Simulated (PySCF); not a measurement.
## Spin-rotation constants: `InChI=1S/C4H5NO/c6-3-5-4-1-2-4/h1,3H,2H2,(H,5,6)`

Cartesian coordinates in Å; atom numbers follow the order of the lines, from 1:
```xyz
11

O     1.4495   -0.0437   -1.7950
C     1.8961   -0.2043   -0.6929
N     1.1715   -0.1711    0.4803
C    -0.1703    0.0551    0.5583
C    -1.2564    0.1831    1.2655
C    -1.3897    0.3371   -0.2316
H     2.9753   -0.4043   -0.4878
H     1.6749   -0.3276    1.3465
H    -1.7722    0.1887    2.2196
H    -1.8387   -0.4677   -0.8361
H    -1.5244    1.3360   -0.6777
```

The calculation used PySCF 2.14.0, GIAO B3LYP/aug-pcSseg-1 magnetisability, rotational g tensor and spin-rotation constants, non-relativistic, gas phase. Geometry: PBE0-D3(BJ)/def2-SVP.

(1) Give the nuclear spin-rotation constants along the inertial axes (H = +C I·J) beside the isotropic shieldings.

(2) How do the rotational constants and the g tensor change when H7, H8, H9, H10, H11 are replaced by deuterium?

Answers

(1) Rotational constants 9.3954, 2.6080, 2.0698 GHz. A star marks the isotopologue with that one atom substituted, in its own axes.
```tsv
atom	isotope	Caa (kHz)	Cbb (kHz)	Ccc (kHz)	mean (kHz)	σ (ppm)
N3	14N	0.740	0.378	0.144	0.421	102.7
H7	1H	0.224	-0.045	-0.169	0.003	23.0
H8	1H	-1.053	0.256	-0.259	-0.352	24.9
H9	1H	0.334	-0.130	-0.239	-0.012	25.9
H10	1H	-0.920	-0.109	-0.065	-0.365	29.3
H11	1H	-0.920	-0.114	-0.062	-0.365	29.4
O1	17O*	-5.159	-1.728	-0.088	-2.325	-117.4
C2	13C*	4.939	0.820	0.518	2.092	20.6
C4	13C*	2.860	1.314	0.277	1.484	55.3
C5	13C*	2.356	0.961	0.217	1.178	101.9
C6	13C*	1.597	0.589	0.097	0.761	163.9
```
For the geometry as given, no vibrational averaging.

(2) Constants 7.5875, 2.3503, 1.8389 GHz; g -0.0837, -0.0286, -0.0047, against -0.1019, -0.0321, -0.0053 before.
